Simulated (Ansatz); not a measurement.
Mulliken charges of C$_{2}$H$_{6}$S$_{2}$, SMILES `CCSS` from PBE/def2-TZVPP in Ansatz (PBE0-D4/def2-TZVP geometry).

| atom | x (Å) | y (Å) | z (Å) | charge (e) |
| --- | --- | --- | --- | --- |
| C1 | -1.002 | 0.465 | -0.027 | -0.240 |
| C2 | -0.249 | -0.711 | 0.550 | -0.091 |
| S3 | 1.515 | -0.403 | 0.832 | -0.082 |
| S4 | 2.269 | -0.223 | -1.052 | -0.148 |
| H5 | -2.062 | 0.222 | -0.142 | 0.083 |
| H6 | -0.918 | 1.342 | 0.619 | 0.086 |
| H7 | -0.612 | 0.726 | -1.013 | 0.077 |
| H8 | -0.617 | -0.970 | 1.548 | 0.096 |
| H9 | -0.344 | -1.600 | -0.077 | 0.103 |
| H10 | 2.103 | 1.102 | -1.234 | 0.117 |

Task: By hand: the dipole of these point charges (1 e Å = 4.8032 D).

Result: Σ q r = (-0.343, 0.080, 0.004) e Å, of length 0.352 e Å = 1.69 D.

Task: How does the dipole of the full density compare? (An estimate is asked.)

Result: Ansatz gave: (-0.363, 0.113, -0.042) e Å, 1.84 D; the point charges give 0.92 times that, at 8° from its direction.

Point charges leave out the atoms' own dipoles, such as those of lone pairs, and Mulliken's split depends on the basis, so the close match here is no proof of good charges.
